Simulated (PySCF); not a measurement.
**Working out the ionisation energy of Si**

Si [Ne] 3s2 3p2 (3P) → Si+ [Ne] 3s2 3p1 (2P). Calculation: PySCF 2.14, in def2-TZVP (5s5p2d1f, 37 functions); the non-relativistic Hamiltonian (point nucleus). Frozen: [Ne]. Energies in hartree (1 hartree = 27.21139 eV):

```tsv
part	Si (lower)	Si+ (upper)
UHF	-288.850793	-288.570014
CCSD correlation	-0.073530	-0.057840
(T)	-0.002421	-0.001051
```

Task: What does Hartree-Fock give?

Result: (-288.570014) − (-288.850793) = 0.280779 hartree = 7.640 eV.

Task: What do CCSD and CCSD(T) give?

Result: The CCSD correlation energies differ by 0.015690 hartree = 0.427 eV and the triples by 0.001370 hartree = 0.037 eV, so CCSD gives 8.067 eV and CCSD(T) 8.104 eV.

Measured between the centres of the two terms (NIST): 8.157 eV, so CCSD(T) (valence) is off by -0.053 eV.

What remains against the reference includes basis incompleteness, the frozen core and higher excitations.
